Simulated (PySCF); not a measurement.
How methods differ on the ionisation energy of Be

Be [He] 2s2 (1S) → Be⁺ [He] 2s1 (2S), as a difference of total energies. All numbers are calculated (PySCF 2.14, scalar relativity by spin-free X2C-1e, in aug-cc-pCVTZ-DK (7s6p4d2f, 59 functions)). Correlated levels: valence and next inner shell: nothing frozen. The calculations carry no spin-orbit coupling.

```csv
method,ionisation energy (eV),error (eV)
UHF,8.044,-1.279
MP2 (valence and next inner shell),8.856,-0.467
SCS-MP2 (valence and next inner shell),9.008,-0.315
CCSD (valence and next inner shell),9.293,-0.030
CCSD(T) (valence and next inner shell),9.304,-0.019
```

Reference: 9.323 eV (measured; NIST Atomic Spectra Database, ionization energies).

Errors of the correlated levels include the incompleteness of this basis.
